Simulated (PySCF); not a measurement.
# Energy of H⁻ (hydrogen, charge -1) between two integer charges

The 1s beta orbital of 1s2 is emptied in steps (occupation f), with all orbitals relaxed, ending at 1s1. All numbers are calculated (PySCF 2.14, the non-relativistic Hamiltonian (point nucleus), in aug-pcseg-2). The exact energy is a straight line in f; departures are measured from the line between the end points of the same method.

| f | LDA (eV) | r2SCAN (eV) |
| --- | --- | --- |
| 1 | 0.000 | 0.000 |
| 0.75 | -0.503 | -0.461 |
| 0.5 | -0.701 | -0.636 |
| 0.25 | -0.535 | -0.489 |
| 0 | 0.000 | 0.000 |

```json
{"method": "LDA", "E(f=0) − E(f=1) (eV)": "0.928", "−ε at f=1 (eV)": "-1.592", "−ε at f=0.5 (eV)": "0.833"}
{"method": "r2SCAN", "E(f=0) − E(f=1) (eV)": "0.715", "−ε at f=1 (eV)": "-1.554", "−ε at f=0.5 (eV)": "0.655"}
```

Orbital energy along the path (eV):

```
   f     LDA  r2SCAN
   1   1.592   1.554
0.75   0.523   0.604
 0.5  -0.833  -0.655
0.25  -2.369  -1.941
   0  -2.730  -2.179
```

At f = 1 the orbital energy is positive for LDA, r2SCAN: only the finite basis holds the electron.

Reference removal energy between the ground levels: 0.754 eV (measured; photodetachment measurements, as compiled on the Wikipedia data page of electron affinities).
